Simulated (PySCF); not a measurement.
## Do core-level shifts follow atomic charges?

Species: oxazole, C3H3NO.
Atom-mapped SMILES: `[cH:1]1[cH:2][o:3][cH:4][n:5]1`

Binding energies: delta-SCF UKS SCAN, pcX-2 on the ionised atom, pcseg-1 elsewhere, spin-free X2C in PySCF. Charges: PBE0/pcSseg-1 ground-state density, for the ionised atom.

| atom | environment | C 1s (eV) | Mulliken (e) | IAO (e) | Hirshfeld (e) | ESP (e) |
| --- | --- | --- | --- | --- | --- | --- |
| C1 | aromatic CH next to a ring nitrogen | 291.52 | +0.003 | -0.105 | -0.035 | +0.132 |
| C2 | aromatic CH next to a ring oxygen | 292.20 | +0.086 | -0.029 | +0.001 | -0.180 |
| C4 | aromatic CH next to a ring nitrogen | 292.95 | +0.307 | +0.143 | +0.084 | +0.425 |

Task: How well does each charge scheme correlate with the binding energies over these sites?

Result: Hirshfeld: r = 0.98, slope 11.6 eV per e; IAO: r = 0.98, slope 5.5 eV per e; Mulliken: r = 0.97, slope 4.4 eV per e; ESP: r = 0.51, slope 1.2 eV per e. On 3 points no scheme stands out.

Task: The point-charge model writes a binding energy as kq + V + constant, with V the potential of the other atoms' charges at the site. What does it give with the Mulliken charges?

Result: V = Σ 14.40 eV Å × q/r over all other atoms: -0.73 eV at C1, -1.36 eV at C2, -4.83 eV at C4. Fitting binding energy − V to q gives k = 18.3 eV per e and leaves an rms residual of 0.09 eV, against 0.13 eV for the fit on q alone. The model has no term for differences in relaxation between sites.

Geometry: GFN2-xTB; no solvent, vibrations or thermal averaging.
